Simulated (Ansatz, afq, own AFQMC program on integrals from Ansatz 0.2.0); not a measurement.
Integrals from Ansatz 0.2.0, then the random walk in our own AFQMC program (afq).

```yaml
crystal:
  periodic: [false, false, false]
  atoms:
    - {symbol: C, position_ang: [0.000000, 0.000000, 0.000000]}
    - {symbol: H, position_ang: [0.000000, 0.000000, 1.122532]}
basis:
  gaussian: {orbitals: cc-pVTZ}
magnetization: {spin_polarized: true, initial_magnetization: 1}
correlation: {method: ccsd_t, electrons: outside_noble_gas, hamiltonian_folder: ham}
```

```sh
$ ansatz run in.yaml --threads 1 --pin off --events-out ev --progress --plain --max-ram 16896MiB --backend cuda --devices 0, --max-vram 18GiB
```

Options of the walk:

```
--method phaseless --trial cisd --walkers 4000 --populations 20 --least-time 60 --time-step 0.005 --steps-per-block 50 --equilibration-blocks 28 --max-blocks 4000 --target-error 0.00014 --factor-cut 1e-05 --start spin_pure --seed 9347 --release-times 0.24,0.51,0.99,1.62,2.4 --release-step 0.03 --release-every 3 --taylor-order 6
```

Times are imaginary, in 1/Eh. The walk had a cap of 130 s. With eight or more populations the least sampling time is a fifth of least-time, and the error comes from their spread.

afq prints:

```
orbitals 43  electrons 3 2  factors 252 of 252
reference energy -38.28474682 Eh
CCSD correlation -0.12186734 Eh in 17 cycles, weight of the determinant in the CISD state 0.8219
energy of the start -38.397717 Eh
 block  time / (1/Eh)  mean weight  energy / Eh
     1     0.250  1.0002  -38.402897
     2     0.500  1.0001  -38.405927
     3     0.750  0.9998  -38.407599
     4     1.000  1.0000  -38.408336
     5     1.250  0.9999  -38.409145
    12     3.000  0.9998  -38.410608
    19     4.750  1.0001  -38.410513
    26     6.500  0.9998  -38.411030
    33     8.250  1.0002  -38.411510
    40    10.000  0.9995  -38.411083
    47    11.750  1.0003  -38.410091
    54    13.500  1.0000  -38.410692
    58    14.500  1.0000  -38.410075
    61    15.250  1.0000  -38.410456
    68    17.000  1.0001  -38.410585
    75    18.750  1.0001  -38.411058
    78    19.500  1.0001  -38.411412
error from the spread of 20 populations
released: time / (1/Eh)  energy / Eh  error  mean overlap
  0.24  -38.410783  0.000101  0.9995
  0.51  -38.410808  0.000062  1.0018
  0.99  -38.411032  0.000058  0.9988
  1.62  -38.410990  0.000078  0.9951
  2.40  -38.410942  0.000080  0.9926
energy -38.410797 +/- 0.000083 Eh
(rows thinned)
```

The run passed its tests (sampling time, drift between the halves within three errors, error under three times the target), which doesn't prove that it has relaxed. The second half of the sampling lies above the first by 2.0 errors of their difference, so the energy may still be moving and its error bar be too small.

Against this walk (error 2.3 meV) on the same determinant: CCSD(T) 20.7 meV higher, CCSDT(Q) 7.9 meV lower, CCSDTQ 8.1 meV lower, full CI 8.2 meV lower. The error is statistical and leaves out the bias of the constraint. The determinant has ⟨S²⟩ = 1.10, so the low cluster orders mix in higher spin, while the walk starts as a pure doublet. Released to 2.40 1/Eh the energy moves by -4 ± 3 meV (both errors), within twice the noise. Full CI is exact here, so the walk's 8 meV above it is the walk's own error: the bias of the constraint with this trial, or a walk that hasn't relaxed. The determinant is a poor start (see the cautions), so the low cluster orders aren't to be relied on, and full CI is the sure value.

Cautions: constraint bias not in the error; strong correlation (T1 0.109, weight of the determinant 0.82, largest double 0.10); unrestricted determinant spin contaminated (⟨S²⟩ 1.10 against 0.75).

The walk took 100 s on 1 × NVIDIA H100 80GB HBM3 with 2 threads of AMD EPYC 7R13 Processor (Zen 3), with other jobs on the host (the card was shared). The log's last line is the phaseless energy.

CCSDT and higher add their correlation energy to the determinant of the CCSD(T) run, since their own runs factorise the integrals more tightly (a shift of under 2 meV).
